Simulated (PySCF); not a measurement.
# C4H6O: core ionisation energies

Species: cyclobutanone, C4H6O.
Atom-mapped SMILES: `[O:1]=[C:2]1[CH2:3][CH2:4][CH2:5]1`

Structure used (GFN2-xTB), in Å, numbered top down from 1:
```
atom  x, y, z in Å
O1     0.3047   -2.2856   -0.4322
C2     0.1495   -1.1202   -0.2132
C3    -1.0604   -0.2110   -0.1784
C4    -0.1276    0.9609    0.1799
C5     1.0876    0.0156    0.1354
H6    -1.5744   -0.1311   -1.1347
H7    -1.7916   -0.4833    0.5805
H8    -0.1038    1.7550   -0.5623
H9    -0.3158    1.3974    1.1578
H10    1.8242    0.2281   -0.6375
H11    1.6130   -0.1230    1.0787
```

Theory: PySCF, delta-SCF UKS SCAN, pcX-2 on the ionised atom, pcseg-1 elsewhere, spin-free X2C. Each binding energy is the total energy of the core-ionised species, with the hole localised on one atom, minus that of the ground state; both are solved self-consistently, so orbital relaxation is included.

**Question.** Give the core binding energies atom by atom.

**Answer.** 
| atom(s) | environment | level | binding energy (eV) | above the level's lowest (eV) | count |
| --- | --- | --- | --- | --- | --- |
| O1 | ketone oxygen | O 1s | 537.86 | 0.00 | 1 |
| C2 | ketone carbonyl carbon | C 1s | 293.34 | +2.45 | 1 |
| C4 | four-membered-ring carbon | C 1s | 290.99 | +0.10 | 1 |
| C3/C5 | sp3 carbon next to a carbonyl | C 1s | 290.89 | 0.00 | 2 |

The listed C 1s values span 2.45 eV, from C3/C5 (bonded to 2 C and 2 H) to C2 (bonded to O (double bond) and 2 C).

**Question.** Which photon wavelength matches the C 1s of C4 threshold?

**Answer.** λ = hc/E = 12398.42 eV Å / 290.99 eV = 42.608 Å.

Atoms equivalent by their bonding share one computed value, that of the first of them. Isolated species at its GFN2-xTB geometry, gas phase.
